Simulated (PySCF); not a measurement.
# Nuclear quadrupole coupling in C3H8O

Compound: C3H8O.
Atom-mapped SMILES: `[CH3:1][CH2:2][CH2:3][OH:4]` (hydrogens: H5, H6, H7 on C1; H8, H9 on C2; H10, H11 on C3; H12 on O4)

Geometry (PBE0-D3(BJ)/def2-SVP, Å), atoms numbered from 1 in this order:
```xyz
12
C3H8O angstrom
C     -1.5169    0.0379    0.1822
C     -0.1738    0.0367   -0.5287
C      1.0001   -0.1933    0.4096
O      2.2349   -0.2590   -0.2503
H     -1.7101   -0.9294    0.6732
H     -1.5602    0.8164    0.9612
H     -2.3447    0.2247   -0.5176
H     -0.1475   -0.7418   -1.3095
H     -0.0277    1.0004   -1.0515
H      0.9968    0.5848    1.2023
H      0.8742   -1.1591    0.9270
H      2.3749    0.5818   -0.6979
```

Field gradients from the PBE0/pcSseg-1 density (PySCF, non-relativistic), principal values in atomic units, ordered |Vxx| ≤ |Vyy| ≤ |Vzz|:

```csv
atom,Vxx,Vyy,Vzz
O4,0.0993,1.8828,-1.9821
```

Find the asymmetry η = (Vxx − Vyy)/Vzz and the couplings χ = eQV/h (234.96 MHz × Q in barn × V in au), with Q(17O) = −0.0256 b.

```csv
atom,environment,nucleus,η,χzz (MHz),χxx (MHz),χyy (MHz)
O4,alcohol oxygen,17O,0.90,11.92,-0.60,-11.33
```

The tensor is traceless: Vxx + Vyy + Vzz = 0.

What is Vzz at O4 in SI units (1 au = 9.71736 × 10²¹ V/m²)?

-1.9821 au = -19.261 × 10²¹ V/m².

What couplings would deuterons (Q(2H) = 0.00286 b) have in place of the hydrogens, at this geometry?

| atom | bonded to | bond length (Å) | Vzz (au) | η | χzz (kHz) |
| --- | --- | --- | --- | --- | --- |
| H5 | C1 | 1.102 | 0.2898 | 0.02 | 195 |
| H6 | C1 | 1.102 | 0.2894 | 0.02 | 194 |
| H7 | C1 | 1.100 | 0.2939 | 0.02 | 198 |
| H8 | C2 | 1.103 | 0.2840 | 0.01 | 191 |
| H9 | C2 | 1.106 | 0.2806 | 0.04 | 189 |
| H10 | C3 | 1.111 | 0.2664 | 0.07 | 179 |
| H11 | C3 | 1.103 | 0.2779 | 0.06 | 187 |
| H12 | O4 | 0.963 | 0.4707 | 0.14 | 316 |

One conformer (not necessarily the lowest) at the PBE0-D3(BJ)/def2-SVP geometry, without solvent, vibrations or thermal averaging. These gradients aren't converged with respect to the basis.

These values come from a run that also computed NMR shieldings. The run took about 7 s of CPU time (with the writing of density and orbital grids) (one thread, shared machine).
